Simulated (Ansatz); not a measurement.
# CH6BO: the cost of one run

Method: UKS revPBE-D4/6-31G*, in Ansatz 0.2.0.

### 1 The structure to begin with

Bond lengths: B1–H3 1.190 Å, B1–C4 1.600 Å, C4–H5 1.110 Å, C4–H6 1.110 Å, C4–H7 1.110 Å, O8–H9 1.010 Å. Angles: H3–B1–C4 120.0°, B1–C4–H5 109.5°, B1–C4–H6 109.5°, B1–C4–H7 109.5°, H5–C4–H6 109.4°, H5–C4–H7 109.4°, H6–C4–H7 109.4°.

Coordinates:

```xyz
9

B     0.0000    0.0000    0.0000
H     0.0000    0.0000    1.4400
H     1.0305    0.0000   -0.5950
C    -1.3856    0.0000   -0.8000
H    -1.9458   -0.9305   -0.5708
H    -1.9898    0.8797   -0.4946
H    -1.1839    0.0508   -1.8903
O     0.0000    0.0000    2.7500
H    -0.5144   -0.8011    3.0871
```

### 2 Pulling towards end A

Springs on the bonds that form and break draw the guess towards this end; the thresholds are loose.

Input file input.yaml:

```yaml
crystal:
  periodic: [false, false, false]
  atoms:
    - { symbol: B, position_ang: [0.0, 0.0, 0.0] }
    - { symbol: H, position_ang: [0.0, 0.0, 1.44] }
    - { symbol: H, position_ang: [1.0305, 0.0, -0.595] }
    - { symbol: C, position_ang: [-1.3856, 0.0, -0.8] }
    - { symbol: H, position_ang: [-1.9458, -0.9305, -0.5708] }
    - { symbol: H, position_ang: [-1.9898, 0.8797, -0.4946] }
    - { symbol: H, position_ang: [-1.1839, 0.0508, -1.8903] }
    - { symbol: O, position_ang: [0.0, 0.0, 2.75] }
    - { symbol: H, position_ang: [-0.5144, -0.8011, 3.0871] }
magnetization:
  spin_polarized: true
  initial_magnetization: 1
basis:
  gaussian: { orbitals: "6-31G*" }
hamiltonian:
  xc: revpbe
  dispersion: d4
relax:
  f_tol: 0.15
  max_steps: 25
  restrain:
    - { distance: [1, 7], at: 2.21, k: 30.0 }
    - { distance: [0, 1], at: 1.19, k: 30.0 }
```

Started as:

```console
ansatz run input.yaml --threads 1 --pin off --max-ram 2048MiB --backend cpu --events-out ev --progress --plain --runs-dir out
```

Q: Estimate wall time and peak memory on 1 thread of Arm Neoverse V2, shared host.

About 44 s, with a peak of 0.15 GiB.
